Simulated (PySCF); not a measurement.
Species: 2-methyl-2-butene, C₅H₁₀.
Structure used (PBE0-D3(BJ)/def2-SVP), in Å, numbered top down from 1:
```xyz
15
C5H10 angstrom
C      1.975   -0.525   -0.544
C      0.747    0.317   -0.650
C     -0.405    0.198    0.031
C     -0.676   -0.855    1.064
C     -1.541    1.151   -0.205
H      2.253   -0.943   -1.526
H      1.864   -1.365    0.155
H      2.837    0.077   -0.209
H      0.807    1.138   -1.376
H     -1.554   -1.460    0.778
H     -0.922   -0.393    2.035
H      0.168   -1.539    1.221
H     -1.305    1.886   -0.987
H     -2.455    0.611   -0.504
H     -1.794    1.702    0.718
```

Method: PBE0-D3(BJ)/def2-SVP geometry optimisation, gas phase in PySCF 2.14.0.

Take the most abundant isotopes and a rigid rotor. 

Q: What are A, B and C (MHz)?

A: Ia = 62.62, Ib = 143.34, Ic = 196.54 u·Å²; 505379 MHz·u·Å²/I gives A = 8070, B = 3526, C = 2571 MHz.

Q: What kind of rotor is it?

A: An asymmetric top; Ray's κ = -0.653.

Q: Is it planar, by Δ = Ic − Ia − Ib?

A: Not planar: Δ = Ic − Ia − Ib = -9.43 u·Å². For a rigid frame Δ = −2 Σ m c², so Σ m c² = 4.71 u·Å² lies off the ab plane, practically all of it from hydrogen. The atom farthest from that plane is 0.91 Å away.

Q: Give the other two planar moments, Paa and Pbb, and the rms extents of the mass along the axes.

A: Paa = Σ m a² = (Ib + Ic − Ia)/2 = 138.63 and Pbb = Σ m b² = (Ia + Ic − Ib)/2 = 57.91 u·Å². With the mass M = 70.08 u, the rms extents √(P/M) along a, b and c are 1.41, 0.91, 0.26 Å.

Q: List the rotational levels J(Ka,Kc) to J = 5 (K).

A: Above 0(0,0), as E/k:
J = 1: 1(0,1) 0.293, 1(1,1) 0.511, 1(1,0) 0.557
J = 2: 2(0,2) 0.871, 2(1,2) 1.050, 2(1,1) 1.188, 2(2,1) 1.842, 2(2,0) 1.848
J = 3: 3(0,3) 1.724, 3(1,3) 1.856, 3(1,2) 2.130, 3(2,2) 2.720, 3(2,1) 2.751, 3(3,1) 3.929, 3(3,0) 3.929
J = 4: 4(0,4) 2.836, 4(1,4) 2.923, 4(1,3) 3.377, 4(2,3) 3.885, 4(2,2) 3.975, 4(3,2) 5.110, 4(3,1) 5.114, 4(4,1) 6.787, 4(4,0) 6.787
J = 5: 5(0,5) 4.197, 5(1,5) 4.249, 5(1,4) 4.920, 5(2,4) 5.334, 5(2,3) 5.526, 5(3,3) 6.590, 5(3,2) 6.606, 5(4,2) 8.265, 5(4,1) 8.265, 5(5,1) 10.420, 5(5,0) 10.420

Q: Predict some low-J microwave lines.

A: The dipole components are |μa| = 0.09 D, |μb| = 0.20 D, |μc| = 0.02 D. The squared components, which scale the intensities, stand as 0.19 : 1.00 : 0.01 (a : b : c). Some lines, for components of 0.1 D or more:

| type | branch | J(Ka,Kc) | MHz | lower level (cm⁻¹) |
| --- | --- | --- | --- | --- |
| b | R | 1(1,1) ← 0(0,0) | 10642 | 0.000 |
| b | Q | 5(2,3) ← 5(1,4) | 12634 | 3.419 |
| b | R | 4(1,3) ← 3(2,2) | 13694 | 1.890 |
| b | Q | 2(2,1) ← 2(1,2) | 16497 | 0.730 |
| b | R | 4(0,4) ← 3(1,3) | 20436 | 1.290 |
| b | R | 2(2,1) ← 1(1,0) | 26782 | 0.387 |
| b | R | 2(2,0) ← 1(1,1) | 27872 | 0.355 |
| b | R | 5(1,5) ← 4(0,4) | 29427 | 1.971 |
| b | Q | 5(4,1) ← 5(3,2) | 34570 | 4.591 |
| b | R | 4(2,3) ← 3(1,2) | 36577 | 1.480 |
| b | R | 5(3,3) ← 4(2,2) | 54496 | 2.763 |
| b | R | 4(4,1) ← 3(3,0) | 59555 | 2.731 |
| b | R | 5(5,1) ← 4(4,0) | 75702 | 4.717 |

No frequency check. Constants of a rigid frame at the computed geometry: no zero-point averaging, no centrifugal distortion. A rigid rotor knows nothing of internal rotation, which can split or shift real lines.

Time: 47 s wall; peak memory 0.51 GiB. Hardware: one thread, Arm Neoverse V1 (aarch64), no GPU (shared host). That covers the optimisation of the geometry.
